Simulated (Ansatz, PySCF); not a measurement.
Species: sodium chloride, NaCl, charge 0, multiplicity 1. 
Geometry from a B3LYP-D3(BJ)/def2-TZVP (Ansatz, a program for electronic structure) optimisation:
```xyz
2

Na     0.0000     0.0000    -1.4348
Cl     0.0000     0.0000     0.9284
```
Charge 0, spin multiplicity 1.

Wanted: atomisation energy (electronic, to ground-state atoms), in eV. Cores are frozen in the correlated levels unless marked. UHF or UKS for open shells. No spin-orbit coupling. Non-relativistic. The coupled-cluster limit lacks core correlation, which all-electron functionals hold. Basis-set limits of correlation are two-point, X^-3; Hartree-Fock from the larger set.

```
level                                 program  atomisation energy (eV)
------------------------------------  -------  -----------------------
HF/def2-TZVPD                           PySCF                     3.04
RI-MP2/def2-QZVPP                      Ansatz                     4.32
SCS-MP2/def2-SVPD                      Ansatz                     4.09
CCSD/def2-SVP                          Ansatz                     3.66
CCSD(T)/6-31G                          Ansatz                     3.45
CCSD(T)/def2-SVP                       Ansatz                     3.69
CCSD(T)/CBS(def2-TZVPPD,def2-QZVPPD)   Ansatz                     4.32
```
